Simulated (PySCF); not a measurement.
Compound: C₅H₉N.
Geometry (GFN2-xTB, Å), atoms numbered from 1 in this order:
```
atom  x, y, z in Å
C1    -1.4753   -0.9065   -0.5267
C2    -1.7818    0.5092   -0.1487
C3    -0.3695    0.1060   -0.4595
C4     0.6365    0.0286    0.6412
C5     2.0527   -0.2824    0.3394
N6     1.6623    1.0402    0.7784
H7    -1.5159   -1.6600    0.2449
H8    -1.7876   -1.2604   -1.4972
H9    -2.0299    0.7190    0.8806
H10   -2.3066    1.1307   -0.8582
H11    0.0438    0.4471   -1.4032
H12    0.2390   -0.3116    1.5923
H13    2.6387   -0.8423    1.0550
H14    2.3399   -0.4407   -0.6938
H15    1.6494    1.7311    0.0335
```

The geometry is computed with GFN2-xTB (gas phase).

Masses are those of the commonest isotopes; rigid-rotor values at the optimised geometry. The values belong to one conformer with, in the numbering `[CH2:1]1[CH2:2][CH:3]1[C@H:4]1[CH2:5][NH:6]1`, C2–C3–C4–C5 -176°.

**Question.** Give the principal moments of inertia and the rotational constants in MHz.

**Answer.** Ia = 51.69, Ib = 220.14, Ic = 243.88 u·Å²; 505379 MHz·u·Å²/I gives A = 9777, B = 2296, C = 2072 MHz.

**Question.** Classify the top.

**Answer.** A near-prolate asymmetric top. Ray's parameter κ = (2B − A − C)/(A − C) = -0.942; −1 is the prolate and +1 the oblate limit.

**Question.** What does the inertial defect say?

**Answer.** Not planar: Δ = Ic − Ia − Ib = -27.96 u·Å². For a rigid frame Δ = −2 Σ m c², so Σ m c² = 13.98 u·Å² lies off the ab plane: 9.72 from hydrogen and 4.26 from heavier atoms. The atom farthest from that plane is 1.48 Å away.

**Question.** Give the other two planar moments, Paa and Pbb, and the rms extents of the mass along the axes.

**Answer.** Paa = Σ m a² = (Ib + Ic − Ia)/2 = 206.16 and Pbb = Σ m b² = (Ia + Ic − Ib)/2 = 37.71 u·Å². With the mass M = 83.07 u, the rms extents √(P/M) along a, b and c are 1.58, 0.67, 0.41 Å.

Whether it is a minimum is left open (no frequencies). These are rigid-rotor constants of the computed structure; measured ground-state constants (B0) also hold zero-point vibration.
